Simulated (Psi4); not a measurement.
# [S3]2− ([S3]2-) at HF/6-31G(d) (density fitting with cc-pvdz-jkfit, spherical functions, sweep point 2)

Aim: the vertical singlet–triplet gap of [S3]2− ([S3]2-) at HF/6-31G* (density fitting with cc-pvdz-jkfit, spherical functions, sweep point 2), from 2 runs. 

Program for the calculation: Psi4 1.11.

2 further runs of the same task are left out: 2 set aside as unsound or not needed.

**1. Starting point**

[S3]2−: 3 atoms, total charge -2, spin state singlet. Geometry: relaxed at GFN2-xTB.

Bond lengths: S1–S2 2.028 Å, S2–S3 2.028 Å. Angles: S1–S2–S3 112.4°.

**2. A single-point energy at HF/6-31G(d) (density fitting with cc-pvdz-jkfit, spherical functions, sweep point 2)**

input.dat

```
memory 1.6 GB

molecule {
  -2 1
  S      1.34848967    -0.30063653     2.95581512
  S     -0.76626505     1.19109438     0.12846358
  S     -0.58222462    -0.89043895    -3.08427870
  units bohr
  symmetry c1
}

set globals {
  basis        6-31G*
  puream       true
  scf_type     df
  df_basis_scf cc-pvdz-jkfit
}

energy('scf')
```

Launch:

```sh
$ psi4 -i input.dat -o output.dat -n 1
```

output.dat, shortened:

```text
[...]
  Running in c1 symmetry.
[...]
  Nuclear repulsion =  173.783652772933920
[...]
  Multiplicity = 1
[...]
  Nalpha       = 25
  Nbeta        = 25
[...]
    Number of basis functions: 54
[...]
   @DF-RHF iter   1: -1192.32602063013519   -3.50518e-01   5.85405e-03 ADIIS/DIIS
[...]
   @DF-RHF iter   8: -1192.41319363328762   -1.73899e-07   8.60714e-07 DIIS
[...]
    Orbital Energies [Eh]
    ---------------------
    Doubly Occupied:
       1A    -91.561041     2A    -91.500705     3A    -91.500689
       4A     -8.575551     5A     -8.514542     6A     -8.514527
       7A     -6.258263     8A     -6.256135     9A     -6.254001
      10A     -6.198012    11A     -6.198012    12A     -6.194097
      13A     -6.194097    14A     -6.193728    15A     -6.193725
      16A     -0.645191    17A     -0.492040    18A     -0.340294
      19A     -0.091581    20A     -0.075923    21A     -0.070829
      22A      0.044658    23A      0.061804    24A      0.066756
      25A      0.125913
[...]
  @DF-RHF Final Energy: -1192.41319363328762
   => Energetics <=
    Nuclear Repulsion Energy =            173.7836527729339196
    One-Electron Energy =               -2017.3459550695802136
    Two-Electron Energy =                 651.1491086633586747
    Total Energy =                      -1192.4131936332876194
[...]
 Multipole Moments:
 ------------------------------------------------------------------------------------
     Multipole            Electronic (a.u.)      Nuclear  (a.u.)        Total (a.u.)
 ------------------------------------------------------------------------------------
 L = 1.  Multiply by 2.5417464519 to convert [e a0] to [Debye]
 Dipole X            :         -0.6930289           -0.0000000           -0.6930289
 Dipole Y            :         -0.0658804           -0.0000000           -0.0658804
 Dipole Z            :          0.0000000            0.0000000            0.0000000
 Magnitude           :                                                    0.6961532
[...]
```

Wall time 1.3 s (1 thread of AMD EPYC 9R14 (Zen 4), shared host); peak memory 0.2 GiB.

**3. The triplet, same level**

calc.inp

```
memory 1600 MB

molecule {
  -2 3
  S      1.34848967    -0.30063653     2.95581512
  S     -0.76626505     1.19109438     0.12846358
  S     -0.58222462    -0.89043895    -3.08427870
  units bohr
  symmetry c1
}

set reference uhf
set puream true
set scf_type df
set df_basis_scf cc-pvdz-jkfit
set maxiter 150

energy('hf/6-31G*')
```

Launch:

```sh
$ psi4 -n 1 calc.inp calc.out
```

calc.out:

```text
[...]
  Running in c1 symmetry.
[...]
  Nuclear repulsion =  173.783652772933920
[...]
  Multiplicity = 3
[...]
  Nalpha       = 26
  Nbeta        = 24
[...]
    Number of basis functions: 54
[...]
   @DF-UHF iter   1: -1192.20619578892092   -2.30693e-01   6.22699e-03 ADIIS/DIIS
[...]
   @DF-UHF iter  11: -1192.30717228274898   -5.49508e-08   7.64999e-07 DIIS
[...]
   @S^2 Observed:                2.036308013E+00
[...]
    Orbital Energies [Eh]
    ---------------------
    Alpha Occupied:
       1A    -91.593722     2A    -91.500799     3A    -91.500715
       4A     -8.610325     5A     -8.515573     6A     -8.515497
       7A     -6.295976     8A     -6.287869     9A     -6.285067
      10A     -6.201233    11A     -6.201166    12A     -6.198332
      13A     -6.198265    14A     -6.192687    15A     -6.192602
      16A     -0.689936    17A     -0.517638    18A     -0.387469
      19A     -0.129399    20A     -0.120118    21A     -0.119726
      22A      0.020789    23A      0.050508    24A      0.052764
      25A      0.079282    26A      0.227302
    Alpha Virtual:
[...]
  @DF-UHF Final Energy: -1192.30717228274898
   => Energetics <=
    Nuclear Repulsion Energy =            173.7836527729339196
    One-Electron Energy =               -2016.9137447021171283
    Two-Electron Energy =                 650.8229196464342294
    Total Energy =                      -1192.3071722827489793
  UHF NO Occupations:
  HONO-2 :   24  A 1.9905712
  HONO-1 :   25  A 1.0000000
[...]
 Multipole Moments:
 ------------------------------------------------------------------------------------
     Multipole            Electronic (a.u.)      Nuclear  (a.u.)        Total (a.u.)
 ------------------------------------------------------------------------------------
 L = 1.  Multiply by 2.5417464519 to convert [e a0] to [Debye]
 Dipole X            :         -0.9797057           -0.0000000           -0.9797057
 Dipole Y            :         -0.0920048           -0.0000000           -0.0920048
 Dipole Z            :          0.0000000            0.0000000            0.0000000
 Magnitude           :                                                    0.9840164
[...]
```

Wall time 1.4 s (1 thread of AMD EPYC 9R14 (Zen 4), shared host); peak memory 0.2 GiB.

**4. What came out**

At HF/6-31G* (density fitting with cc-pvdz-jkfit, spherical functions, sweep point 2):

```
                                                      quantity           value
                                         singlet: total energy  -1192.41319 Eh
                                          singlet: HOMO energy         3.43 eV
                                          singlet: LUMO energy        13.68 eV
singlet: HOMO–LUMO gap (to an unbound level, set by the basis)        10.25 eV
                                         triplet: total energy  -1192.30717 Eh
                   triplet: HOMO energy (highest over α and β)         6.19 eV
                    triplet: LUMO energy (lowest over α and β)        10.84 eV
                                                 triplet: ⟨S²⟩           2.036
              vertical energy of the triplet above the singlet        2.885 eV
```

What this shows: At this shape the triplet lies 2.88 eV (67 kcal/mol) above the singlet. Its highest level lies above zero, so the electron may be held by the basis, which then sets this gap. The HOMO (singlet) lies at positive energy, 3.43 eV: the electron is unbound at this level or held by a compact basis; values depend on the basis. The HOMO (triplet) lies at positive energy, 6.19 eV: the electron is unbound at this level or held by a compact basis; values depend on the basis.
